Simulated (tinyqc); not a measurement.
Worked calculation: Pariser-Parr-Pople SCF with singles CI, for the molecule O=CN=c1cc1 (SMILES; centres numbered as the heavy atoms are written). Computed by tinyqc, a small Python program that keeps every step. Settings: charge = 0, gamma = MN, start = huckel, damping = 0, iteration cap = 86, excitations kept = 4. Command: `OMP_NUM_THREADS=1 python tinyqc.py 27904 27905 out.jsonl` (the two numbers bound the seeds that draw the settings). One thread of a shared host (Intel(R) Xeon(R) Processor @ 2.60GHz), about 0.01 s of CPU time with the checks. Later iterations appear only in the table of the cycle.

## PPP integrals

Centres (angstrom, eV; a flat drawing with bonds scaled to 1.40 angstrom):
```
centre          x          y  core charge z          W   gamma_rr
1O      -2.854000  -0.006000              1  17.700000  15.200000
2C      -1.512000   0.393000              1  11.160000  11.130000
3N      -0.496000  -0.569000              1  14.100000  12.300000
4C       0.846000  -0.170000              1  11.160000  11.130000
5C       2.208000  -0.495000              1  11.160000  11.130000
6C       1.809000   0.847000              1  11.160000  11.130000
```

Resonance integrals (eV):
```
i  j       beta
1  2  -2.670000
2  3  -2.670000
3  4  -2.670000
4  5  -2.540000
5  6  -2.540000
6  4  -2.540000
```

Mataga-Nishimoto: gamma = 14.399645/(R + a), a = 2 x 14.399645/(gamma_rr + gamma_ss); H_rr = -W_r - sum_(s != r) z_s gamma_rs; H_rs = beta for bonds.

repulsion gamma_rs (eV), order 1O, 2C, 3N, 4C, 5C, 6C:
```
[[15.200000, 5.774082, 4.147929, 3.001542, 2.330286, 2.468161],
 [5.774082, 11.130000, 5.478605, 3.872904, 2.813372, 3.099593],
 [4.147929, 5.478605, 12.300000, 5.476770, 3.660143, 3.659973],
 [3.001542, 3.872904, 5.476770, 11.130000, 5.345065, 5.344364],
 [2.330286, 2.813372, 3.660143, 5.345065, 11.130000, 5.345422],
 [2.468161, 3.099593, 3.659973, 5.344364, 5.345422, 11.130000]]
```

core matrix H (eV), order 1O, 2C, 3N, 4C, 5C, 6C:
```
[[-35.422000, -2.670000, 0.000000, 0.000000, 0.000000, 0.000000],
 [-2.670000, -32.198556, -2.670000, 0.000000, 0.000000, 0.000000],
 [0.000000, -2.670000, -36.523420, -2.670000, 0.000000, 0.000000],
 [0.000000, 0.000000, -2.670000, -34.200646, -2.540000, -2.540000],
 [0.000000, 0.000000, 0.000000, -2.540000, -30.654288, -2.540000],
 [0.000000, 0.000000, 0.000000, -2.540000, -2.540000, -31.077513]]
```

## Starting guess

pi electrons, sum of z_r less the charge = 6

Orbitals of the Hueckel matrix of the beta values.

P at the start, order 1O, 2C, 3N, 4C, 5C, 6C:
```
[[1.276170, 0.827938, -0.296558, -0.287920, 0.183582, 0.183582],
 [0.827938, 0.979612, 0.540018, 0.052729, -0.099258, -0.099258],
 [-0.296558, 0.540018, 1.328900, 0.639087, -0.227845, -0.227845],
 [-0.287920, 0.052729, 0.639087, 0.842667, 0.490477, 0.490477],
 [0.183582, -0.099258, -0.227845, 0.490477, 0.786325, 0.786325],
 [0.183582, -0.099258, -0.227845, 0.490477, 0.786325, 0.786325]]
```

## Iteration 1: Fock matrix

F_rr = H_rr + P_rr gamma_rr / 2 + sum_(s != r) P_ss gamma_rs; F_rs = H_rs - P_rs gamma_rs / 2; E = tr P (H + F) / 2 + core repulsion sum_(r<s) z_r z_s gamma_rs.

F (eV), order 1O, 2C, 3N, 4C, 5C, 6C:
```
[[-8.252121, -5.060290, 0.615050, 0.432102, -0.213899, -0.226555],
 [-5.060290, -4.184702, -4.149272, -0.102108, 0.139625, 0.153830],
 [0.615050, -4.149272, -7.319228, -4.420067, 0.416973, 0.416954],
 [0.432102, -0.102108, -4.420067, -6.203333, -3.850816, -3.850644],
 [-0.213899, 0.139625, 0.416973, -3.850816, -6.977218, -4.641620],
 [-0.226555, 0.153830, 0.416954, -3.850644, -4.641620, -6.944923]]
```

pi energy = -86.911622 eV

## Iteration 1: orbitals and new P

Diagonalise F (the basis is taken as orthonormal) and form P = 2 sum c c over the lowest orbitals.

orbital energies (eV): [-15.592865, -12.519215, -9.680877, -2.319676, -1.438235, 1.669342]

P after iteration 1, order 1O, 2C, 3N, 4C, 5C, 6C:
```
[[1.477626, 0.793059, -0.216452, -0.247719, 0.131616, 0.131876],
 [0.793059, 0.730884, 0.516009, 0.109003, -0.101402, -0.101013],
 [-0.216452, 0.516009, 1.370932, 0.666088, -0.229858, -0.229747],
 [-0.247719, 0.109003, 0.666088, 0.786910, 0.468516, 0.467081],
 [0.131616, -0.101402, -0.229858, 0.468516, 0.818740, 0.816821],
 [0.131876, -0.101013, -0.229747, 0.467081, 0.816821, 0.814908]]
```

## Iteration 2: Fock matrix

As before.

F (eV), order 1O, 2C, 3N, 4C, 5C, 6C:
```
[[-8.004164, -4.959595, 0.448914, 0.371770, -0.153352, -0.162745],
 [-4.959595, -4.211527, -4.083506, -0.211079, 0.142641, 0.156549],
 [0.448914, -4.083506, -7.669904, -4.494006, 0.420657, 0.420435],
 [0.371770, -0.211079, -4.494006, -6.316027, -3.792125, -3.788127],
 [-0.153352, 0.142641, 0.420657, -3.792125, -7.018541, -4.723128],
 [-0.162745, 0.156549, 0.420435, -3.788127, -4.723128, -7.030470]]
```

pi energy = -87.395329 eV

## Iteration 2: orbitals and new P

As before.

orbital energies (eV): [-15.710924, -12.548203, -9.593588, -2.301412, -1.507920, 1.411414]

P after iteration 2, order 1O, 2C, 3N, 4C, 5C, 6C:
```
[[1.464923, 0.806716, -0.203991, -0.245151, 0.124729, 0.125644],
 [0.806716, 0.720495, 0.492752, 0.105633, -0.092371, -0.092685],
 [-0.203991, 0.492752, 1.379922, 0.679506, -0.233097, -0.234904],
 [-0.245151, 0.105633, 0.679506, 0.785949, 0.459088, 0.458730],
 [0.124729, -0.092371, -0.233097, 0.459088, 0.823211, 0.824354],
 [0.125644, -0.092685, -0.234904, 0.458730, 0.824354, 0.825501]]
```

## Iteration 3: Fock matrix

As before.

F (eV), order 1O, 2C, 3N, 4C, 5C, 6C:
```
[[-8.089727, -4.999023, 0.423069, 0.367916, -0.145327, -0.155055],
 [-4.999023, -4.251751, -4.019796, -0.204554, 0.129937, 0.143644],
 [0.423069, -4.019796, -7.674358, -4.530750, 0.426583, 0.429872],
 [0.367916, -0.204554, -4.530750, -6.269999, -3.766929, -3.765810],
 [-0.145327, 0.129937, 0.426583, -3.766929, -6.968102, -4.743260],
 [-0.155055, 0.143644, 0.429872, -3.765810, -4.743260, -6.983413]]
```

pi energy = -87.407110 eV

## Iteration 3: orbitals and new P

As before.

orbital energies (eV): [-15.661124, -12.591018, -9.635531, -2.232531, -1.493324, 1.376178]

P after iteration 3, order 1O, 2C, 3N, 4C, 5C, 6C:
```
[[1.462471, 0.810464, -0.200478, -0.242718, 0.122257, 0.123361],
 [0.810464, 0.716655, 0.484982, 0.105639, -0.090607, -0.091031],
 [-0.200478, 0.484982, 1.381175, 0.684635, -0.233993, -0.236281],
 [-0.242718, 0.105639, 0.684635, 0.785963, 0.455901, 0.455572],
 [0.122257, -0.090607, -0.233993, 0.455901, 0.825245, 0.826865],
 [0.123361, -0.091031, -0.236281, 0.455572, 0.826865, 0.828491]]
```

## Convergence

Stop when output and input P, before any damping, agree to 1e-7.

Course of the cycle:
```
iteration        E (eV)  largest |P(out) - P(in)|
1          -86.91162184                  2.49e-01
2          -87.39532942                  2.33e-02
3          -87.40711044                  7.77e-03
4          -87.40836097                  2.77e-03
5          -87.40851476                  1.00e-03
6          -87.40853448                  3.62e-04
7          -87.40853705                  1.31e-04
8          -87.40853739                  4.76e-05
9          -87.40853743                  1.73e-05
10         -87.40853744                  6.28e-06
11         -87.40853744                  2.28e-06
12         -87.40853744                  8.30e-07
13         -87.40853744                  3.02e-07
14         -87.40853744                  1.10e-07
15         -87.40853744                  3.99e-08
```

Converged in 15 iterations.

## Converged orbitals

Charges are z - P_rr.

orbital energies (eV): [-15.640372, -12.610119, -9.655763, -2.200012, -1.488333, 1.355820]

coefficients, order 1O, 2C, 3N, 4C, 5C, 6C:
```
[[0.075435, 0.578224, 0.624928, -0.002566, 0.381668, -0.351787],
 [0.153506, 0.568050, 0.105987, 0.004020, -0.458315, 0.657612],
 [0.347294, 0.443267, -0.611301, -0.001003, -0.212794, -0.513742],
 [0.575985, -0.016403, -0.246997, -0.002925, 0.674603, 0.389701],
 [0.508916, -0.269971, 0.285093, 0.708935, -0.264272, -0.120057],
 [0.509292, -0.270810, 0.286806, -0.705251, -0.272150, -0.116542]]
```

pi charges: [-0.461137, 0.285044, -0.381575, 0.213930, 0.173685, 0.170052]

## Singles CI, singlets

Over the 4 single excitations with the smallest orbital gaps: A = (e_a - e_i) delta + 2 (ia|jb) - (ij|ab), with (pq|rs) = sum c_mp c_mq gamma_mn c_nr c_ns. f = 2/3 w |mu|^2 in atomic units, mu = sqrt2 sum c_ia sum_m c_mi c_ma R_m.

singlet CI matrix (eV), order 3>4, 3>5, 2>4, 3>6:
```
[[4.390799, -0.016146, 0.304474, -0.000063],
 [-0.016146, 5.284426, -0.007581, 0.048892],
 [0.304474, -0.007581, 7.575335, -0.010015],
 [-0.000063, 0.048892, -0.010015, 7.701889]]
```

singlet excitation energies (eV): [4.361693, 5.283660, 7.603183, 7.703912]

oscillator strengths: [0.070992, 1.176389, 0.064949, 0.062248]

## Singles CI, triplets

Over the 4 single excitations with the smallest orbital gaps: A = (e_a - e_i) delta - (ij|ab), with (pq|rs) = sum c_mp c_mq gamma_mn c_nr c_ns.

triplet CI matrix (eV), order 3>4, 3>5, 2>4, 3>6:
```
[[3.444719, -0.004847, 1.199100, -0.012688],
 [-0.004847, 2.807152, -0.002095, 0.333778],
 [1.199100, -0.002095, 6.729102, -0.014930],
 [-0.012688, 0.333778, -0.014930, 5.033326]]
```

triplet excitation energies (eV): [2.758157, 3.053527, 5.082158, 7.120457]
